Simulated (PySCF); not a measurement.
Compound: CH3CH2CH2CHFCH3, C5H11F.
Numbering: `[CH3:1][CH2:2][CH2:3][C@@H:4]([CH3:5])[F:6]` (hydrogens: H7, H8, H9 on C1; H10, H11 on C2; H12, H13 on C3; H14 on C4; H15, H16, H17 on C5)

Structure used (PBE0-D3(BJ)/def2-SVP), in Å, numbered top down from 1:
```xyz
17
C5H11F angstrom
C      2.5327    0.0070   -0.1708
C      1.2806   -0.1202    0.6811
C     -0.0036    0.1021   -0.1042
C     -1.2579   -0.0695    0.7283
C     -2.5409    0.1376   -0.0412
F     -1.2663   -1.3542    1.2509
H      3.4447   -0.1555    0.4230
H      2.5341   -0.7303   -0.9897
H      2.6080    1.0063   -0.6296
H      1.2373   -1.1188    1.1448
H      1.3230    0.6002    1.5175
H     -0.0114    1.1145   -0.5443
H     -0.0531   -0.6063   -0.9507
H     -1.2215    0.6207    1.5928
H     -2.6000    1.1634   -0.4335
H     -3.4103   -0.0373    0.6085
H     -2.5956   -0.5632   -0.8882
```

Computed with TDDFT wB97X-D/def2-SVPD, vertical, gas phase, core orbitals frozen in the response (PySCF).

Ground-to-excited transition dipoles (e·a0, same axes as the geometry; the sign carries no meaning), for the states with f of 0.002 or more among the lowest 7:

| state | E (hartree) | μx | μy | μz |
| --- | --- | --- | --- | --- |
| S1 | 0.3379 | -0.145 | -0.072 | -0.060 |
| S2 | 0.3404 | 0.009 | 0.250 | -0.040 |
| S3 | 0.3419 | -0.240 | 0.096 | 0.029 |
| S4 | 0.3547 | 0.054 | 0.021 | -0.214 |
| S5 | 0.3614 | -0.139 | 0.207 | 0.510 |
| S6 | 0.3627 | 0.218 | 0.181 | 0.420 |
| S7 | 0.3651 | -0.120 | -0.032 | -0.256 |

Work out the oscillator strengths.

f = (2/3) ΔE |μ|² with ΔE in hartree (27.2114 eV).

```json
{"state": "S1", "|μ|² (au)": "0.030", "|μ| (D)": "0.44", "f": "0.007"}
{"state": "S2", "|μ|² (au)": "0.064", "|μ| (D)": "0.65", "f": "0.015"}
{"state": "S3", "|μ|² (au)": "0.068", "|μ| (D)": "0.66", "f": "0.015"}
{"state": "S4", "|μ|² (au)": "0.049", "|μ| (D)": "0.56", "f": "0.012"}
{"state": "S5", "|μ|² (au)": "0.322", "|μ| (D)": "1.44", "f": "0.078"}
{"state": "S6", "|μ|² (au)": "0.257", "|μ| (D)": "1.29", "f": "0.062"}
{"state": "S7", "|μ|² (au)": "0.081", "|μ| (D)": "0.72", "f": "0.020"}
```

What angle do the transition dipoles of S2 and S7 make?

|cos θ| = |μa·μb| / (|μa| |μb|) = 0.02, so θ ≈ 89° (taken between 0 and 90°, since the signs are arbitrary).

How is the summed strength of these states shared among x, y and z?

(2/3) Σ ΔE μα² gives 0.038 for x, 0.036 for y and 0.134 for z, 0.208 in all.

The vertical ionisation energy (ΔSCF) is 11.17 eV, 1.23 eV above S7.

The run took 2.9 min wall on x86-64 server, one thread, no GPU, on a shared host.

One conformer stands for the species.

Without π bonds the low states may be Rydberg-like; a valence basis with one diffuse set may place them up to an eV too high.
